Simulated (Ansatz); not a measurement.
Worked example: vertical ionisation energy of C4H4O (furan)

The species is C4H4O (9 atoms), meant as a singlet with charge 0. SMILES: `c1ccoc1`. Geometry: relaxed at PBE0-D4/def2-TZVP.

Both states at this one shape; open shells run unrestricted unless said. 1 Eh = 27.2114 eV.

```
                             level  program  singlet C4H4O (Eh)  doublet C4H4O+ (Eh)  HOMO of the first (eV)
                     BLYP/def2-SVP   Ansatz         -229.772270          -229.450716                   -5.34
                      PBE/def2-SVP   Ansatz         -229.579383          -229.250537                   -5.56
B3LYP/6-31G* (spherical functions)   Ansatz         -230.015872          -229.696613                   -6.11
```

Work out the vertical ionisation energy at each level.


1. BLYP/def2-SVP: -229.450716 − (-229.772270) = 0.321554 Eh = 8.75 eV; −ε(HOMO) = 5.34 eV.
2. PBE/def2-SVP: -229.250537 − (-229.579383) = 0.328846 Eh = 8.95 eV; −ε(HOMO) = 5.56 eV.
3. B3LYP/6-31G* (spherical functions): -229.696613 − (-230.015872) = 0.319259 Eh = 8.69 eV; −ε(HOMO) = 6.11 eV.

No measured value is set beside it here; the levels span 8.69 to 8.95 eV. In semi-local functionals −ε(HOMO) lies far under the ionisation energy, a result of self-interaction, while the difference of totals does much better.
